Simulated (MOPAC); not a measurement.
# CH3O2S (SMILES C[S](=O)=O): MNDOD

We compute a structure relaxation of CH3O2S. 

The results are computed with MOPAC 23.2.5.

11 further runs of the same task are left out: 11 set aside as unsound or not needed.

## Step 1: Starting point

The species is CH3O2S (7 atoms), meant as a doublet with charge 0. As SMILES, `C[S](=O)=O`. All atoms were displaced at random from a relaxed shape. The run starts from this shape.

Bond lengths: C1–S2 1.800 Å, S2–O3 1.465 Å, S2–O4 1.455 Å, C1–H5 1.078 Å, C1–H6 1.096 Å, C1–H7 1.111 Å. Angles: C1–S2–O3 106.2°, C1–S2–O4 108.8°, O3–S2–O4 121.5°, S2–C1–H5 108.7°, S2–C1–H6 107.3°, S2–C1–H7 105.8°, H5–C1–H6 110.9°, H5–C1–H7 111.8°, H6–C1–H7 112.0°.

## Step 2: A structure relaxation at MNDOD

The input, job.mop:

```
MNDOD DOUBLET BONDS CYCLES=300 UHF PRECISE GNORM=0.02 DISP AUX(PRECISION=6) THREADS=1
CH3O2S optimise

C     -0.537068 +1     0.467000 +1    -0.291460 +1
S      0.476058 +1    -0.678441 +1     0.657229 +1
O      0.574725 +1    -1.899005 +1    -0.146712 +1
O      1.662326 +1     0.021778 +1     1.125970 +1
H     -1.459993 +1    -0.023826 +1    -0.553874 +1
H     -0.725639 +1     1.339744 +1     0.344464 +1
H      0.061410 +1     0.728700 +1    -1.190153 +1
```

The run is started by

```sh
$ mopac job.mop
```

**Question.** What will come out? Wanted: total energy at the end; dipole moment; HOMO energy; LUMO energy; heat of formation; ⟨S²⟩.

Answer, from the run:

Level: MNDOD.

```
                  quantity           value
   total energy at the end    -36.83900 Eh
             dipole moment          4.32 D
HOMO energy (over α and β)       -10.17 eV
LUMO energy (over α and β)        -1.01 eV
         heat of formation  -59.3 kcal/mol
                      ⟨S²⟩           0.754
```

In words: At the final geometry: Bond lengths: C1–S2 1.800 Å, S2–O3 1.498 Å, S2–O4 1.498 Å, C1–H5 1.113 Å, C1–H6 1.113 Å, C1–H7 1.114 Å. Angles: C1–S2–O3 112.1°, C1–S2–O4 112.1°, O3–S2–O4 121.3°, S2–C1–H5 111.7°, S2–C1–H6 111.7°, S2–C1–H7 112.5°, H5–C1–H6 107.1°, H5–C1–H7 106.8°, H6–C1–H7 106.8°. The optimisation took 34 steps and changed the energy by -0.366 eV.
